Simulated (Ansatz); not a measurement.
System (SMILES): [OH] (OH), doublet.
Atoms: O1, H2. Bonds: O1-H2.

Basis-set convergence of the optimised O1-H2 bond length at B3LYP with Ansatz (a quantum-chemistry and plane-wave program). All functions are spherical. The program fits the integrals of some runs and decomposes those of others, by size. Open shells are unrestricted. No added dispersion term, no relativity. Reference: the value in aug-cc-pV5Z, 0.9738 Å. Deviations are taken from unrounded values.

| basis | functions | optimised O1-H2 bond length (Å) | minus reference (Å) |
|---|---|---|---|
| pcseg-0 | 11 | 1.0176 | 0.0438 |
| pcseg-1 | 19 | 0.9833 | 0.0096 |
| aug-pcseg-1 | 32 | 0.9800 | 0.0062 |
| pcseg-2 | 44 | 0.9740 | 0.0003 |
| aug-pcseg-2 | 69 | 0.9741 | 0.0004 |
| pcseg-3 | 93 | 0.9737 | 0.0000 |
| aug-pcseg-3 | 134 | 0.9738 | 0.0000 |
| pcseg-4 | 162 | 0.9737 | -0.0001 |

The smallest set listed that lies within 0.005 Å of the reference with all its larger relatives (same family, alike in diffuse functions; a set with none counts only in the reference's own line) is pcseg-2 (44 functions, 0.0003 Å off).
